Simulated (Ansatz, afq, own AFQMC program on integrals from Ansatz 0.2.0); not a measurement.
# GeH3, doublet: AFQMC among the cluster methods

```yaml
atoms:
  - { symbol: Ge, position_ang: [0.0000, 0.0000, -0.0187] }
  - { symbol: H, position_ang: [1.4650, 0.0169, 0.4526] }
  - { symbol: H, position_ang: [-0.7483, 1.2611, 0.4484] }
  - { symbol: H, position_ang: [-0.7191, -1.2778, 0.4488] }
```

Basis 6-31G. Noble-gas cores (and the filled d shells of Ga–Kr and In–Xe) are frozen. Integrals, coupled cluster, full CI and functionals: Ansatz 0.2.0; the random walks run on the same integrals in our own AFQMC program. The CISD trial takes its coefficients from CCSD amplitudes. Released means that phaseless walkers are propagated on without the constraint, phases kept. Free AFQMC starts from the CCSD state and is never constrained. Its projection time is finite, and what remains of the start isn't in its error. ± is one standard error of the sampling. No spin–orbit coupling.

Determinant: UHF, the one that the program's search chose, which needn't be the lowest solution. The geometry is a PBE0/def2-TZVP stationary point of this or a neighbouring charge and spin state.

Full CI on the same integrals is exact in this basis and with this determinant's frozen core.

Cautions: no relativity below Rb; no spin-orbit coupling; inner d shell frozen.

The T1 diagnostic is 0.0087. The weight of the determinant in the CISD state is 0.948. The ⟨S²⟩ of the determinant is 0.754 and the size of the correlated space is 7 electrons in 21 orbitals.

Reference: full CI, correlation energy -1.908 eV. The released energy is read at 2.40 1/Eh (meV from the phaseless value at times in 1/Eh: -0.9 ± 1.5 at 0.24, 0.7 ± 1.2 at 0.51, 2.0 ± 1.0 at 0.99, 3.2 ± 0.9 at 1.62, 0.7 ± 1.2 at 2.40).

| level | E − E(reference) (kJ/mol) | share of correlation (%) |
| --- | --- | --- |
| HF | 184.1 | 0.00 |
| MP2 | 54.7 | 70.26 |
| CCSD | 3.2 | 98.26 |
| CCSD(T) | 0.9 | 99.50 |
| ph-AFQMC/HF | -5.5 ± 2.4 | 102.96 |
| ph-AFQMC/CISD | -0.1 ± 0.2 | 100.05 |
| released AFQMC | 0.0 ± 0.1 | 100.01 |
| free AFQMC | 0.1 ± 0.2 | 99.95 |

Free projections are given only where their last times agree within the noise and don't stop above the reference; a slow remainder of the start can still hide under it. A walk keeps the symmetry of its determinant, which the program's search chose and which needn't be the lowest solution, so a lower state of the same spin and another symmetry isn't excluded. Released energies are given only where the last usable release times agree within the noise; a slower fall can still hide under it.
